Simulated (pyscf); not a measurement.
PySCF, gas phase, ωB97X-D3(BJ)/def2-SVP geometries. MP2 and CC: frozen core, UHF for open shells. ΔMP2 is the change of the MP2 total energy from the triple- to the quadruple-zeta basis.

Problem. What is the homolytic dissociation enthalpy (298 K, CCSD(T)/def2-TZVPP + ΔMP2(QZVPP)) of the F–Ge bond of `[F][GeH2][SeH]`, to F• + •H₂Ge–SeH?

Solution. F–Ge to F• + •H₂Ge–SeH: 5.46 eV. Other isomers of •H₂Ge–SeH were not searched in full and may lie lower. The CCSD(T) − MP2 part came from Ansatz, without density fitting, on the same reference. The frozen core leaves the outer d or s,p core shells of the metals and heavy elements correlated in the MP2 and CC values, and def2-TZVPP describes them poorly, which can shift differences by a few kcal/mol. Left out: the spin-orbit lowering of F. Elements up to Kr have no core potential and no relativistic terms here.
